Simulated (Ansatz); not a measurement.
Crystal: Te2O, antifluorite type, 3 atoms in the cell.

Level of theory: Ansatz 0.2.0 development build, PBE, plane waves, PAW datasets (generated soft set 1).

Cutoff 420 eV; k-mesh 30×30×30 Γ-centred; Fermi–Dirac smearing of 0.0612 eV; no spin polarisation; no spin–orbit coupling.

```tsv
V (Å³/atom)	a (Å)	E − E(min) (meV/atom)	P (GPa)
19.707	6.1839	19.32	5.20
20.126	6.2275	8.27	3.27
20.545	6.2704	2.00	1.55
20.965	6.3128	0.00	0.01
21.384	6.3546	1.81	-1.37
```

Fit a third-order Birch–Murnaghan equation of state to the energies.

V₀ = 20.967 Å³/atom (a₀ = 6.313 Å), B₀ = 72.8 GPa, B₀′ = 4.60.

The published all-electron PBE values for this crystal (mean of FLEUR and WIEN2k, k-spacing 0.06 Å⁻¹; Bosoni et al., Nat. Rev. Phys. 6, 45 (2024)) are V₀ = 20.968 Å³/atom, B₀ = 72.7 GPa, B₀′ = 4.62.

The stress includes the program's correction for the finite plane-wave basis.

This cubic structure is a model: it isn't the usual form of the substance at ambient conditions, and such phases are metastable or hypothetical.
